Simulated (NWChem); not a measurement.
# Atomisation of FLi

```xyz
2

Li     0.0000     0.0000    -1.1492
F      0.0000     0.0000     0.3831
```
Charge 0, spin multiplicity 1.

Everything below was run with NWChem. Structure: optimised with PBE0/def2-SVP, a minimum by its harmonic frequencies.

Basis set: def2-TZVP. The atomisation energy is electronic alone: no zero-point, thermal, spin-orbit or counterpoise terms. No value is extrapolated to the basis-set limit. Free atoms are single determinants with multiplicities Li 2, F 2. Correlated methods freeze the same cores in atoms and molecule, 1 orbitals in all.

B3LYP has NWChem's definition, with VWN1-RPA local correlation. The structure started from a generated list of species. The stability of the SCF solutions was not checked. Open-shell Hartree-Fock references start from PBE0 orbitals.

**Question.** One of these methods gave an atomisation energy of 87.5 kcal/mol. Which?
A. HF
B. MP2
C. LDA (SVWN5)
D. B3LYP

**Answer.** A, HF. The others give 133.3 (B3LYP), 134.9 (MP2), 152.6 (LDA (SVWN5)).
